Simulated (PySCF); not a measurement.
Static response to an electric field

C4H7N.
Geometry (GFN2-xTB, Å), atoms numbered from 1 in this order:
```xyz
12
C4H7N angstrom
C      2.0408   -0.6749    0.5252
N      0.8182   -0.7917    0.2729
C      0.0243    0.3333    0.0231
C     -1.4090    0.2613    0.4886
C     -1.1017    0.1536   -0.9647
H      2.5760    0.2807    0.5716
H      2.6147   -1.5697    0.7113
H      0.5201    1.3075    0.0568
H     -1.7043   -0.6356    1.0092
H     -1.8570    1.1679    0.8653
H     -1.1883   -0.8168   -1.4267
H     -1.3326    0.9838   -1.6143
```

Level: CAM-B3LYP/def2-SVPD (PySCF), static field, nuclei fixed, core orbitals frozen in the response. The polarisability tensor in these axes (au):

```
x   72.39 -4.97  6.00
y   -4.97 49.23 -1.29
z    6.00 -1.29 47.21
```

Problem. Give the principal values, the mean and the anisotropy Δα = √{½[(α1 − α2)² + (α2 − α3)² + (α1 − α3)²]}.

Solution. Principal values 45.85, 48.21 and 74.78 au; mean 56.28 au = 8.34 Å³ = 9.28 × 10⁻⁴⁰ C²·m²/J; Δα = 27.83 au (49 % of the mean).

Problem. What is the dipole moment, and where does it point?

Solution. (0.51, 1.28, 0.02) D, 1.38 D in size, pointing from the negative to the positive side. Measured along this direction, the outermost atoms are H11 and H9 at the negative end and H8 at the positive end.

Problem. Give the eigenvalues of the traceless quadrupole moment Θ = ½Σq(3rr − r²1), origin at the centre of nuclear charge.

Solution. -2.17, -1.47, 3.64 D·Å. The values depend on the origin, since the dipole doesn't vanish. The electronic extent ⟨r²⟩ about the same centre is 439 bohr², a root-mean-square distance of 1.80 Å for the 38 electrons.

Problem. What would n − 1 = 2πNα be for an ideal gas of these molecules at 500 K and 1 atm, electronic part alone?

Solution. N = p/kT = 1.4678 × 10¹⁹ cm⁻³, so n − 1 = 2π × N × 8.34 × 10⁻²⁴ cm³ = 769 × 10⁻⁶ at long wavelengths.

Problem. How large is μ²/3kT at 250 K beside α?

Solution. In Gaussian units μ²/3kT = 18.42 Å³ against 8.34 Å³, a ratio of 2.21; the Debye molar polarisation (4π/3)N_A(α + μ²/3kT) is 67.5 cm³/mol, leaving out the vibrational part.

Geometry: GFN2-xTB, one conformer, isolated molecule.
